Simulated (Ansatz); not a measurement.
Input file:

```yaml
crystal:
  periodic: [false, false, false]
  atoms:
    - {symbol: Al, position_ang: [0.000000, 0.000000, 0.105100]}
    - {symbol: C, position_ang: [0.000000, 0.000000, -1.811100]}
    - {symbol: H, position_ang: [0.000000, 0.000000, 1.706000]}
basis:
  gaussian: {orbitals: 6-31G}
magnetization: {spin_polarized: true, initial_magnetization: 0}
hamiltonian: {xc: {name: B3LYP}}
correlation: {method: ccsdt_q, electrons: outside_noble_gas}
accuracy: high
```

```sh
$ ansatz run in.yaml --threads 1 --pin off --events-out ev --progress --plain --max-ram 2393MiB
```

Output:

```
524 factors; integrals over basis functions are off by at most 2.8e-9 eV
mean field evaluation 1: about -7638.4226 eV, gradient 2.3e1 eV
mean field evaluation 2: about -7638.4450 eV, gradient 2.3e1 eV
mean field evaluation 4: about -7642.1927 eV, gradient 4.5e0 eV
mean field evaluation 8: about -7642.4459 eV, gradient 6.2e-1 eV
mean field evaluation 16: about -7642.4492 eV, gradient 1.1e-5 eV
mean field evaluation 32: about -7643.1964 eV, gradient 2.5e-4 eV
mean field evaluation 64: about -7643.1964 eV, gradient 2.7e-6 eV
mean field evaluation 96: about -7642.3357 eV, gradient 3.7e0 eV
mean field evaluation 128: about -7633.3016 eV, gradient 1.1e1 eV
mean field -7643.19642055 eV, -280.8822877106 hartree, gradient 7.3e-8 eV, S^2 1.000000; 10 other end points of the search recorded, 0 dependent functions left out
6 core orbitals not correlated: weight in the atoms' cores, before any rotation towards them, 1.000 or more for the frozen orbitals, at most 0.000 for the correlated occupied ones
reference -7621.50393639 eV, -280.0851036214 hartree; 4, 4 occupied and 14, 14 virtual orbitals, 524 factors
second order -3.05285153 eV of doubles, -0.22181553 eV of singles
cycle   1  -3.28760304 eV  change   -2.3e-2 eV  update   1.2e-1
...
cycle  32  -4.14539808 eV  change   -4.9e-8 eV  update   3.3e-8
cycle  33  -4.14539806 eV  change    2.0e-8 eV  update   1.6e-8
cycle  34  -4.14539805 eV  change    1.5e-8 eV  update   1.0e-8
cycle  35  -4.14539803 eV  change    1.8e-8 eV  update   5.6e-9
cycle  36  -4.14539803 eV  change  -8.7e-10 eV  update   3.2e-9
cycle  37  -4.14539803 eV  change   -1.0e-9 eV  update   1.7e-9
cycle  38  -4.14539803 eV  change  -9.8e-10 eV  update   1.0e-9
cycle  39  -4.14539803 eV  change  -3.8e-10 eV  update  6.1e-10
cycle  40  -4.14539803 eV  change  -6.2e-10 eV  update  2.9e-10
cycle  41  -4.14539803 eV  change  -1.7e-12 eV  update  1.7e-10
perturbative correction -0.09092300 eV, -0.0033413585 hartree
WARN: the results are in doubt because among natural orbitals full CI differs from the method by +0.753 eV
Total energy: -7625.74025742 eV, -280.2407855478 hartree
In doubt: among natural orbitals full CI differs from the method by +0.753 eV
```

Ran on 1 thread of Arm Neoverse V1, shared host: 15 s wall, 0.18 GiB peak host memory.
